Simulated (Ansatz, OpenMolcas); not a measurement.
## BF (SMILES [B]F): methods side by side

BF: 2 atoms, total charge 0, spin state singlet. As SMILES, `[B]F`. Geometry: relaxed at PBE0-D4/def2-TZVP.

```xyz
2

B     0.0000    0.0000   -0.0094
F     0.0000    0.0000    1.2537
```

Quantity: the energy change with the B1–F2 bond stretched from 1.263 to 1.556 Å, in eV. The values are calculated.

```csv
level,kind,program,value (eV),less FCI/STO-3G
HF/STO-3G (restricted),Hartree–Fock,Ansatz,1.91,+0.41
SVWN5/STO-3G (restricted),LDA,OpenMolcas,1.37,-0.13
PBE0/STO-3G (restricted),global hybrid,OpenMolcas,1.49,-0.01
wB97X/STO-3G (restricted),range-separated hybrid,Ansatz,1.52,+0.02
MP2/STO-3G (restricted),perturbation theory,Ansatz,1.80,+0.30
"CASPT2(2,2)/STO-3G",multireference,OpenMolcas,1.75,+0.25
"SC-NEVPT2(2,2)/STO-3G",multireference,OpenMolcas,1.77,+0.27
CCSD(T)/STO-3G (restricted),coupled cluster or CI,Ansatz,1.53,+0.03
CCSD/STO-3G (restricted),coupled cluster or CI,Ansatz,1.62,+0.12
FCI/STO-3G,exact in the basis,Ansatz,1.50,0.00
```

FCI/STO-3G is exact within its basis and frozen core, so for wave-function methods in that basis the difference is their error; functionals converge differently with the basis, so for them it is only a difference. The first shape isn't each level's own minimum. The values span 1.37 to 1.91 eV. All rows use very small basis sets, so even the best lies far from the true value.
